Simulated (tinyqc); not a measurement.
Inside a calculation (part 2 of 2). Method: coupled-perturbed Hartree-Fock on RHF in the sto-3g basis, for NH3, spin multiplicity 1. Computed by tinyqc, a small Python program that keeps every step (integrals from PySCF). Command: `OMP_NUM_THREADS=1 python tinyqc.py 30835 30836 out.jsonl` (the two numbers bound the seeds that draw the settings). One thread of a shared host (Intel(R) Xeon(R) Processor @ 2.60GHz), about 0.2 s of CPU time with the checks.

Geometry (angstrom):
```
atom         x         y        z
N      0.00000   0.00000  0.40900
H      0.95600   0.00000  0.00000
H     -0.47800   0.82800  0.00000
H     -0.47800  -0.82800  0.00000
```

## Integrals over molecular orbitals

coefficients C:
```
             MO1       MO2       MO3       MO4       MO5       MO6       MO7       MO8
1N 1s    0.99347  -0.21935   0.00000   0.00001  -0.09246  -0.18049   0.00000  -0.00009
1N 2s    0.03112   0.74288   0.00000  -0.00006   0.46469   1.20262   0.00000   0.00063
1N 2px   0.00000   0.00002   0.00000   0.59126   0.00002  -0.00046   0.00000   1.03349
1N 2py   0.00000   0.00000   0.59125   0.00000   0.00000   0.00000   1.03349   0.00000
1N 2pz  -0.00491  -0.13419   0.00000  -0.00002   0.87953  -0.58739   0.00000  -0.00030
2H 1s   -0.00638   0.15987   0.00000   0.50078  -0.13543  -0.69737   0.00000  -0.96844
3H 1s   -0.00638   0.15984   0.43369  -0.25040  -0.13546  -0.69801  -0.83835   0.48369
4H 1s   -0.00638   0.15984  -0.43369  -0.25040  -0.13546  -0.69801   0.83835   0.48369
```

core Hamiltonian H = T + V (hartree), lower triangle:
```
            1N 1s     1N 2s    1N 2px    1N 2py    1N 2pz     2H 1s     3H 1s     4H 1s
1N 1s   -25.72189
1N 2s    -5.92019  -7.75546
1N 2px    0.00000  -0.00003  -6.44046
1N 2py    0.00000   0.00000   0.00000  -6.44046
1N 2pz    0.01770   0.20569   0.00001   0.00000  -6.34127
2H 1s    -1.38868  -3.18986  -2.23435   0.00000   1.01640  -4.57322
3H 1s    -1.38847  -3.18954   1.11702  -1.93493   1.01626  -1.19654  -4.57301
4H 1s    -1.38847  -3.18954   1.11702   1.93493   1.01626  -1.19654  -1.19633  -4.57301
```

Given earlier and not repeated: Two-electron integrals (ij|kl) in chemists' order.

(pq|rs) = sum C_ip C_jq C_kr C_ls (ij|kl), one index at a time.

one-electron integrals over orbitals h = C^T H C (hartree), lower triangle:
```
           1         2         3         4         5         6         7         8
1  -25.70509
2    0.44083  -6.38766
3    0.00000   0.00000  -5.50623
4   -0.00002  -0.00001   0.00000  -5.50629
5    0.17628  -0.19559   0.00000   0.00004  -6.13570
6    0.34137  -1.27798   0.00000   0.00066   0.51423  -4.62464
7    0.00000   0.00000  -1.29635   0.00000   0.00000   0.00000  -4.91962
8    0.00017  -0.00066   0.00000  -1.29630   0.00020   0.00012   0.00000  -4.91961
```

Two-electron integrals over orbitals (pq|rs), unique and non-zero (hartree):
```
(11|11) 4.12728     (21|11) -0.34310    (21|21) 0.04531     (22|11) 0.83775
(22|21) -0.00918    (22|22) 0.61048     (31|31) 0.00923     (32|31) 0.01481
(32|32) 0.12333     (33|11) 0.70409     (33|21) -0.00358    (33|22) 0.55671
(33|33) 0.57636     (41|11) 1.72e-05    (41|21) -1.77e-06   (41|22) 2.12e-06
(41|33) -0.00268    (41|41) 0.00923     (42|11) -3.40e-06   (42|21) 1.07e-06
(42|22) 1.22e-05    (42|33) -0.04674    (42|41) 0.01481     (42|42) 0.12333
(43|31) -0.00268    (43|32) -0.04674    (43|43) 0.04358     (44|11) 0.70410
(44|21) -0.00358    (44|22) 0.55672     (44|33) 0.48923     (44|41) 0.00268
(44|42) 0.04673     (44|44) 0.57637     (51|11) -0.14286    (51|21) 0.01573
(51|22) -0.01368    (51|33) -0.00480    (51|41) -1.06e-06   (51|42) 9.44e-08
(51|44) -0.00480    (51|51) 0.02562     (52|11) 0.07372     (52|21) -0.00700
(52|22) -0.01971    (52|33) -0.00262    (52|41) 2.29e-07    (52|42) 5.70e-07
(52|44) -0.00262    (52|51) 0.01942     (52|52) 0.09803     (53|31) 0.00336
(53|32) -0.00223    (53|43) 0.00867     (53|53) 0.03004     (54|11) -1.18e-05
(54|21) 6.82e-07    (54|22) -2.04e-06   (54|33) 0.00867     (54|41) 0.00336
(54|42) -0.00223    (54|44) -0.00867    (54|51) -1.12e-06   (54|52) -5.12e-06
(54|54) 0.03004     (55|11) 0.93275     (55|21) -0.01259    (55|22) 0.59324
(55|33) 0.53844     (55|41) 3.29e-07    (55|42) -2.47e-06   (55|44) 0.53845
(55|51) 0.01289     (55|52) 0.08963     (55|54) -9.93e-06   (55|55) 0.76053
(61|11) -0.28140    (61|21) 0.03897     (61|22) -0.00365    (61|33) -0.00164
(61|41) -7.65e-06   (61|42) -8.47e-06   (61|44) -0.00164    (61|51) 0.00499
(61|52) -0.01449    (61|54) -1.22e-06   (61|55) -0.01691    (61|61) 0.03716
(62|11) 0.31025     (62|21) -0.00755    (62|22) 0.12376     (62|33) 0.07708
(62|41) -4.42e-06   (62|42) -1.59e-05   (62|44) 0.07710     (62|51) -0.01480
(62|52) -0.01560    (62|54) -1.09e-05   (62|55) 0.12085     (62|61) -0.00125
(62|62) 0.09426     (63|31) 0.00492     (63|32) -0.02296    (63|43) 0.03075
(63|53) 0.01223     (63|63) 0.05492     (64|11) -0.00015    (64|21) 3.28e-06
(64|22) -0.00006    (64|33) 0.03069     (64|41) 0.00493     (64|42) -0.02291
(64|44) -0.03077    (64|51) 3.11e-07    (64|52) -1.98e-05   (64|54) 0.01222
(64|55) -0.00008    (64|61) -1.72e-07   (64|62) -0.00006    (64|64) 0.05487
(65|11) -0.10986    (65|21) -0.00117    (65|22) -0.05745    (65|33) -0.02869
(65|41) -3.27e-06   (65|42) -2.20e-05   (65|44) -0.02871    (65|51) 0.01001
(65|52) 0.02325     (65|54) -8.67e-06   (65|55) -0.05101    (65|61) -0.00541
(65|62) -0.05005    (65|64) 2.43e-05    (65|65) 0.03531     (66|11) 0.72402
(66|21) -0.00696    (66|22) 0.54029     (66|33) 0.50199     (66|41) -9.29e-06
(66|42) -0.00009    (66|44) 0.50191     (66|51) -0.02119    (66|52) -0.05412
(66|54) 1.54e-05    (66|55) 0.48843     (66|61) 0.00207     (66|62) 0.09023
(66|64) 1.37e-05    (66|65) -0.04887    (66|66) 0.52958     (71|31) 0.01343
(71|32) 0.01989     (71|43) -0.00326    (71|53) 0.00496     (71|63) 0.00664
(71|71) 0.01961     (72|31) 0.01117     (72|32) 0.02740     (72|43) 0.01549
(72|53) 0.02221     (72|63) 0.03897     (72|71) 0.01537     (72|72) 0.05285
(73|11) 0.30000     (73|21) -0.00613    (73|22) 0.10292     (73|33) 0.05915
(73|41) 0.00239     (73|42) 0.04269     (73|44) 0.08685     (73|51) 0.00062
(73|52) 0.04356     (73|54) -0.00876    (73|55) 0.15222     (73|61) -0.00598
(73|62) 0.07642     (73|64) -0.02689    (73|65) -0.02855    (73|66) 0.04361
(73|73) 0.13533     (74|31) 0.00239     (74|32) 0.04269     (74|43) -0.01385
(74|53) -0.00876    (74|63) -0.02688    (74|71) 0.00353     (74|72) -0.00517
(74|74) 0.03469     (75|31) 0.00716     (75|32) 0.04771     (75|43) -0.01819
(75|53) 0.01980     (75|63) -0.01569    (75|71) 0.01018     (75|72) 0.01420
(75|74) 0.01792     (75|75) 0.04278     (76|31) 0.01103     (76|32) 0.09570
(76|43) -0.04637    (76|53) -0.01440    (76|63) -0.04000    (76|71) 0.01519
(76|72) 0.00052     (76|74) 0.04662     (76|75) 0.03593     (76|76) 0.09941
(77|11) 0.78800     (77|21) -0.00818    (77|22) 0.55065     (77|33) 0.56382
(77|41) 0.00008     (77|42) -0.02981    (77|44) 0.49118     (77|51) -0.00317
(77|52) 0.01267     (77|54) 0.01279     (77|55) 0.55798     (77|61) -0.00631
(77|62) 0.08054     (77|64) 0.03632     (77|65) -0.02554    (77|66) 0.50435
(77|73) 0.06983     (77|77) 0.58163     (81|11) -0.00014    (81|21) 1.97e-05
(81|22) 7.80e-08    (81|33) -0.00326    (81|41) 0.01343     (81|42) 0.01989
(81|44) 0.00326     (81|51) 2.85e-06    (81|52) -6.32e-06   (81|54) 0.00496
(81|55) -7.87e-06   (81|61) 9.43e-06    (81|62) -7.64e-06   (81|64) 0.00665
(81|65) -6.97e-06   (81|66) -1.30e-05   (81|73) 0.00353     (81|77) 0.00037
(81|81) 0.01961     (82|11) 0.00016     (82|21) -3.51e-06   (82|22) 0.00006
(82|33) 0.01554     (82|41) 0.01117     (82|42) 0.02740     (82|44) -0.01546
(82|51) -6.67e-06   (82|52) -3.33e-06   (82|54) 0.02221     (82|55) 0.00007
(82|61) -7.93e-06   (82|62) 2.38e-05    (82|64) 0.03897     (82|65) -2.95e-05
(82|66) 4.47e-05    (82|73) -0.00513    (82|77) 0.02496     (82|81) 0.01537
(82|82) 0.05285     (83|31) 0.00240     (83|32) 0.04269     (83|43) -0.01384
(83|53) -0.00875    (83|63) -0.02685    (83|71) 0.00353     (83|72) -0.00515
(83|74) 0.03217     (83|75) 0.01791     (83|76) 0.04660     (83|83) 0.03466
(84|11) 0.30000     (84|21) -0.00613    (84|22) 0.10291     (84|33) 0.08686
(84|41) -0.00239    (84|42) -0.04271    (84|44) 0.05913     (84|51) 0.00062
(84|52) 0.04356     (84|54) 0.00876     (84|55) 0.15221     (84|61) -0.00598
(84|62) 0.07641     (84|64) 0.02682     (84|65) -0.02854    (84|66) 0.04370
(84|73) 0.06845     (84|77) 0.09503     (84|81) -0.00353    (84|82) 0.00522
(84|84) 0.13535     (85|11) -4.22e-05   (85|21) -4.31e-07   (85|22) -1.90e-05
(85|33) -0.01820    (85|41) 0.00716     (85|42) 0.04771     (85|44) 0.01817
(85|51) 5.11e-06    (85|52) 1.46e-05    (85|54) 0.01981     (85|55) -1.72e-05
(85|61) -7.39e-06   (85|62) -2.86e-05   (85|64) -0.01567    (85|65) -4.25e-06
(85|66) -0.00006    (85|73) 0.01791     (85|77) -0.01199    (85|81) 0.01018
(85|82) 0.01420     (85|84) -0.01794    (85|85) 0.04278     (86|11) -1.81e-05
(86|21) 7.29e-07    (86|22) 7.73e-06    (86|33) -0.04634    (86|41) 0.01103
(86|42) 0.09567     (86|44) 0.04631     (86|51) -8.42e-06   (86|52) -2.91e-05
(86|54) -0.01439    (86|55) -2.85e-05   (86|61) -3.16e-06   (86|62) 4.30e-06
(86|64) -0.03992    (86|65) -2.97e-05   (86|66) -0.00008    (86|73) 0.04659
(86|77) -0.04066    (86|81) 0.01519     (86|82) 0.00053     (86|84) -0.04664
(86|85) 0.03592     (86|86) 0.09933     (87|31) 0.00009     (87|32) -0.02976
(87|43) 0.03631     (87|53) 0.01279     (87|63) 0.03636     (87|71) 0.00038
(87|72) 0.02492     (87|74) -0.01257    (87|75) -0.01196    (87|76) -0.04064
(87|83) -0.01256    (87|87) 0.04050     (88|11) 0.78799     (88|21) -0.00818
(88|22) 0.55065     (88|33) 0.49113     (88|41) -0.00007    (88|42) 0.02990
(88|44) 0.56387     (88|51) -0.00317    (88|52) 0.01267     (88|54) -0.01281
(88|55) 0.55798     (88|61) -0.00631    (88|62) 0.08056     (88|64) -0.03644
(88|65) -0.02555    (88|66) 0.50428     (88|73) 0.09506     (88|77) 0.50052
(88|81) -0.00037    (88|82) -0.02488    (88|84) 0.06976     (88|85) 0.01200
(88|86) 0.04073     (88|88) 0.58171
```

## Response to a field: uncoupled start

orbital energies (hartree): MO1 -15.30980, MO2 -1.07835, MO3 -0.55911, MO4 -0.55910, MO5 -0.35315, MO6 0.61209, MO7 0.69837, MO8 0.69840

dipole integrals <a|z|i> (bohr):
```
          i1       i2       i3        i4        i5
a6  -0.03796  0.10242  0.00000  -0.00021  -0.10156
a7   0.00000  0.00000  0.45912   0.00000   0.00000
a8  -0.00002  0.00007  0.00000   0.45912  -0.00004
```

Field along z; U_ai = -mu_ai / (e_a - e_i), alpha = -4 sum U_ai mu_ai.

uncoupled U:
```
         i1        i2        i3        i4       i5
a6  0.00238  -0.06059   0.00000   0.00018  0.10522
a7  0.00000   0.00000  -0.36511   0.00000  0.00000
a8  0.00000  -0.00004   0.00000  -0.36511  0.00004
```

uncoupled polarisability = 1.40896 bohr^3

## Coupled step 1

U_ai = -(mu_ai + sum_bj [4 (ai|bj) - (ab|ij) - (aj|bi)] U_bj) / (e_a - e_i); alpha = -4 sum U_ai mu_ai.

U after step 1:
```
         i1        i2        i3        i4       i5
a6  0.00055   0.01002   0.00000   0.00016  0.07724
a7  0.00000   0.00000  -0.33597   0.00000  0.00000
a8  0.00000  -0.00001   0.00000  -0.33597  0.00003
```

polarisability = 1.26135 bohr^3

## Coupled step 2

As before.

U after step 2:
```
         i1        i2        i3        i4       i5
a6  0.00062   0.01330   0.00000   0.00017  0.07827
a7  0.00000   0.00000  -0.34860   0.00000  0.00000
a8  0.00000  -0.00001   0.00000  -0.34860  0.00003
```

polarisability = 1.30685 bohr^3

## Coupled polarisability

Repeat until U stops changing; compare with -d2E/dF2.

Course of the coupled iterations:
```
step  alpha (bohr^3)
0            1.40896
1            1.26135
2            1.30685
3            1.30459
4            1.30627
5            1.30632
6            1.30639
7            1.30640
8            1.30641
9            1.30641
10           1.30641
11           1.30641
12           1.30641
13           1.30641
14           1.30641
15           1.30641
16           1.30641
17           1.30641
```

coupled polarisability = 1.30641 bohr^3

finite-field check, fields of +/-0.001 au = 1.30641 bohr^3
